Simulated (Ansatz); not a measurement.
Input file:

```yaml
crystal:
  periodic: [false, false, false]
  atoms:
    - {symbol: B, position_ang: [0.000000, 0.000000, 0.000000]}
    - {symbol: B, position_ang: [0.000000, 0.000000, 1.561787]}
basis:
  gaussian: {orbitals: pcseg-2}
magnetization: {spin_polarized: true, initial_magnetization: 2}
correlation: {method: ccsd_t, electrons: outside_noble_gas}
scf: {omitted_lower_state_checks: [cluster_reference]}
output: {forces: true}
```

```sh
$ ansatz run in.yaml --threads 1 --pin off --events-out ev --progress --plain --max-ram 2393MiB
```

**Question.** Roughly how long does this take on 1 thread of Intel Xeon Platinum 8375C, shared host, and how much host memory?

**Answer.** 7.5 s wall and 0.25 GiB.

```
these checks for a lower state are left out or cut short: cluster_reference
367 factors; integrals over basis functions are off by at most 1.5e-3 eV
mean field evaluation 1: about -1335.3295 eV, gradient 5.1e0 eV
mean field evaluation 2: about -1335.3495 eV, gradient 5.1e0 eV
mean field evaluation 4: about -1335.6842 eV, gradient 2.5e-1 eV
mean field evaluation 8: about -1335.6852 eV, gradient 1.7e-3 eV
mean field evaluation 16: about -1335.6852 eV, gradient 2.0e-4 eV
mean field evaluation 32: about -1335.2112 eV, gradient 5.1e0 eV
mean field evaluation 64: about -1337.3558 eV, gradient 4.2e-3 eV
mean field evaluation 96: about -1335.5840 eV, gradient 2.9e-4 eV
mean field evaluation 128: about -1336.0601 eV, gradient 5.1e-5 eV
mean field evaluation 160: about -1336.8448 eV, gradient 5.6e-1 eV
...
cycle  14  -3.39798277 eV  change   -1.6e-4 eV  update   1.1e-4
cycle  15  -3.39807157 eV  change   -8.9e-5 eV  update   4.8e-5
cycle  16  -3.39807197 eV  change   -4.0e-7 eV  update   2.1e-5
cycle  17  -3.39805364 eV  change    1.8e-5 eV  update   1.2e-5
cycle  18  -3.39804117 eV  change    1.2e-5 eV  update   5.8e-6
cycle  19  -3.39803215 eV  change    9.0e-6 eV  update   3.6e-6
cycle  20  -3.39803078 eV  change    1.4e-6 eV  update   1.4e-6
cycle  21  -3.39802842 eV  change    2.4e-6 eV  update   7.2e-7
cycle  22  -3.39802688 eV  change    1.5e-6 eV  update   4.2e-7
cycle  23  -3.39802612 eV  change    7.6e-7 eV  update   2.2e-7
perturbative correction -0.25104477 eV, -0.0092257250 hartree
WARN: the results are in doubt because among natural orbitals full CI differs from the method by -0.115 eV
the calculation of the forces begins
Total energy: -1341.00491639 eV, -49.2810217117 hartree
Atom 0 at     0.000000     0.000000     0.000000 Å, force     0.000000     0.000000    -0.420530 eV/Å
Atom 1 at     0.000000     0.000000     1.561787 Å, force     0.000000    -0.000000     0.420530 eV/Å
Dipole moment:     0.000000     0.000000    -0.001917 e Å
In doubt: among natural orbitals full CI differs from the method by -0.115 eV
Checks for a lower state left out: cluster_reference
```

Forces (eV/Å):
```
B    0.000  0.000 -0.421
B    0.000  0.000  0.421
```
